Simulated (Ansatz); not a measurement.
We consider 2H MoS2, described by r²SCAN (Ansatz, a quantum-chemistry and plane-wave program, PAW).

Rigid layers of the crystal as relaxed at this level are moved apart or together:

```tsv
run	k mesh	layer repeat (Å)	energy against free layers (meV/Å²)	gap on the mesh (eV)
1	12×12×4	5.845	5.14	0.683
2	12×12×4	5.995	0.02	0.834
3	12×12×4	6.145	-2.82	0.964
4	12×12×4	6.345	-4.44	1.083
5	12×12×4	6.645	-4.53	1.232
6	12×12×4	7.145	-2.92	1.408
7	12×12×2	8.145	-0.70	1.584
8	12×12×2	10.145	-0.02	1.665
```

The lowest energy of these points lies at a layer repeat of 6.64 Å.

Spin–orbit coupling is not included.

Note: the cell comes from a level without a dispersion term, which matters for the spacing of layers, chains or molecules.
